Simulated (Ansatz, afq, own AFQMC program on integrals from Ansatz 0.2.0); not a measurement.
**AFQMC, coupled cluster and functionals along a coordinate of SiNH$_{5}$, singlet**

| atom | x (Å) | y (Å) | z (Å) |
| --- | --- | --- | --- |
| Si | -0.0113 | 0.0000 | 0.5726 |
| N | 0.0538 | 0.0000 | -1.1465 |
| H | 0.6843 | -1.2207 | 1.0558 |
| H | 0.6843 | 1.2207 | 1.0558 |
| H | -1.3785 | 0.0000 | 1.1752 |
| H | -0.2111 | -0.8283 | -1.6548 |
| H | -0.2111 | 0.8283 | -1.6548 |

The Si1–N2 distance is changed with both sides rigid. Energies in kJ/mol count from this geometry (1.720 Å) at the same level; the start stands on RHF, each point on the determinant named.

Basis 6-31G. Noble-gas cores (and the filled d shells of Ga–Kr and In–Xe) are frozen. Ansatz 0.2.0 and our own AFQMC program on the same integrals; the CISD trial comes from CCSD amplitudes, and released means the phaseless constraint is let go. Error bars are statistical, one sigma.

Cautions, each for one point or more: cluster runs in doubt by the program's own checks; higher spins were not checked; strong correlation; unrestricted determinant spin contaminated; walk and cluster series may follow different spin states.

```json
{"r(Si1–N2) / Å": "1.562", "det.": "RHF", "T1": "0.009", "weight": "0.91", "⟨S²⟩": "pure", "r2SCAN": "75.9", "B2PLYP": "78.9", "CCSD(T)": "86.7"}
{"r(Si1–N2) / Å": "1.911", "det.": "RHF", "T1": "0.011", "weight": "0.91", "⟨S²⟩": "pure", "r2SCAN": "13.5", "B2PLYP": "11.0", "CCSD(T)": "4.5"}
{"r(Si1–N2) / Å": "2.396", "det.": "RHF", "T1": "0.016", "weight": "0.88", "⟨S²⟩": "pure", "r2SCAN": "196.5", "B2PLYP": "191.6", "CCSD(T)": "175.3"}
{"r(Si1–N2) / Å": "3.141", "det.": "UHF‡¶", "T1": "0.027", "weight": "0.88", "⟨S²⟩": "0.98", "r2SCAN": "368.7§", "B2PLYP": "375.4§", "CCSD(T)": "352.0"}
{"r(Si1–N2) / Å": "4.689", "det.": "UHF‡¶", "T1": "0.007", "weight": "0.91", "⟨S²⟩": "1.01", "r2SCAN": "389.2§", "B2PLYP": "385.5§", "CCSD(T)": "357.0"}
```

Problem. Estimate the curve of phaseless AFQMC with a CISD trial, counted from the same start.

Solution. 
```json
{"r(Si1–N2) / Å": "1.562", "det.": "RHF", "T1": "0.009", "weight": "0.91", "⟨S²⟩": "pure", "ph-AFQMC/CISD": "86.7 ± 1.1", "released AFQMC": "87.3 ± 1.0", "CCSDT(Q)": "–"}
{"r(Si1–N2) / Å": "1.911", "det.": "RHF", "T1": "0.011", "weight": "0.91", "⟨S²⟩": "pure", "ph-AFQMC/CISD": "3.5 ± 1.2", "released AFQMC": "2.9 ± 1.3", "CCSDT(Q)": "4.3"}
{"r(Si1–N2) / Å": "2.396", "det.": "RHF", "T1": "0.016", "weight": "0.88", "⟨S²⟩": "pure", "ph-AFQMC/CISD": "174.4 ± 2.1", "released AFQMC": "173.2 ± 2.2", "CCSDT(Q)": "173.9"}
{"r(Si1–N2) / Å": "3.141", "det.": "UHF‡¶", "T1": "0.027", "weight": "0.88", "⟨S²⟩": "0.98", "ph-AFQMC/CISD": "344.2 ± 1.8", "released AFQMC": "346.0 ± 2.7*", "CCSDT(Q)": "344.3"}
{"r(Si1–N2) / Å": "4.689", "det.": "UHF‡¶", "T1": "0.007", "weight": "0.91", "⟨S²⟩": "1.01", "ph-AFQMC/CISD": "356.7 ± 1.6", "released AFQMC": "356.9 ± 1.1*", "CCSDT(Q)": "357.4"}
```

Weight is that of the determinant in the CISD state; at the start T1 is 0.010 and the weight 0.91. ¶ marks points with a poor determinant and no full CI, where no value is sure; they don't count among the departures. An asterisk marks released energies that aren't shown to be converged. A double dagger marks points where the walks on two determinants ended up to 10.2 kJ/mol apart; the lower is shown. A dash marks a missing value, a released energy that hasn't settled or a functional that sits on another state. § marks a functional whose ⟨S²⟩ is too high by over 0.1. Largest departures from phaseless AFQMC with a CISD trial: CCSD(T) 1.1 kJ/mol at 1.911 (on RHF) (within the noise), released AFQMC -1.1 kJ/mol at 2.396 (on RHF) (within the noise), CCSDT(Q) 0.8 kJ/mol at 1.911 (on RHF) (within the noise), r2SCAN 22.1 kJ/mol at 2.396, B2PLYP 17.3 kJ/mol at 2.396. The walk's constraint bias lies outside its error bars, so these are departures and not errors. Functionals count only at points shown to share the start's state and spin. In this small basis the wave-function levels are far from their limit, so their gap to the functionals isn't the functionals' error.

CCSDT and higher add their correlation energy to the determinant of the CCSD(T) run, since their own runs factorise the integrals more tightly (a shift of under 2 meV). A walk keeps the symmetry of its determinant, which the program's search chose and which needn't be the lowest solution, so a lower state of the same spin and another symmetry isn't excluded.
